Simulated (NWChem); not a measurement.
Correlation energy of methane (CH$_{4}$)

SMILES: C
```xyz
5

C      0.0000     0.0000     0.0000
H      0.0000     0.8966     0.6340
H      0.0000    -0.8966     0.6340
H     -0.8966     0.0000    -0.6340
H      0.8966     0.0000    -0.6340
```
Charge 0, spin multiplicity 1.

Program: NWChem. Structure: optimised with PBE0/def2-SVP, a minimum by its harmonic frequencies.

Basis set: 6-31G*. Each correlation energy counts from its own Hartree-Fock reference.

The correlated methods keep 1 core orbital frozen. The Pople sets run with spherical d functions. Coupled-cluster values serve here as a point of comparison, not as the truth.

Problem. Order these methods by the correlation energy they give, lowest first: CR-CCSD(T), SCS-MP2, CCSD, MP2.

Solution. CR-CCSD(T) (-160.1 mHa), CCSD (-157.7 mHa), SCS-MP2 (-141.0 mHa), MP2 (-136.8 mHa)
